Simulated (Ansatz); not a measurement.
A structure relaxed at PBE0-D4/def2-TZVP, charge 0, multiplicity 1:

| atom | x (Å) | y (Å) | z (Å) |
| --- | --- | --- | --- |
| O1 | 0.935 | 0.353 | -1.009 |
| S2 | 0.000 | 0.000 | 0.000 |
| O3 | -0.377 | -1.357 | 0.175 |
| O4 | -0.558 | 1.005 | 0.833 |

(1) Give its formula and SMILES.

(2) Point group (tolerance 0.08 Å, 0.16 Å for H)?

(3) Summarise the bond lengths by kind.

Results:

(1) O3S, `O=S(=O)=O`.

(2) D3h.

(3) 3 × O–S 1.419 Å.

All numbers were calculated with Ansatz.
